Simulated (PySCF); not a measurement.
The scaffold vinyl-X carries different groups X. Gas-phase values, no solvent. One relaxed conformer stands for each flexible species; it need not be the lowest. Strings in code marks are SMILES.

The four lowest singlet excitations (Tamm–Dancoff). All values below come from PBE-D3(BJ)/def2-TZVP // B3LYP-D3(BJ)/def2-TZVP (PySCF 2.14.0). Excitations are Tamm–Dancoff values on a coarser integration grid. The basis has no diffuse functions, so Rydberg states are missing or too high.

```tsv
state	energy (eV)	wavelength (nm)	oscillator strength
S1	4.61	269	0.000
S2	5.34	232	0.206
S3	5.75	216	0.006
S4	6.57	189	0.000
```

Question: Name which member gives these states.
(A) `C=CC#N`
(B) `C=CI`
(C) `C=C[SeH]` (C–C–Se–H torsion 0°)
(D) `C=CC(=O)O` (C–C–C–O torsion 180°, O–C–O–H torsion 0°)

Answer: C, `C=C[SeH]` (C–C–Se–H torsion 0°)
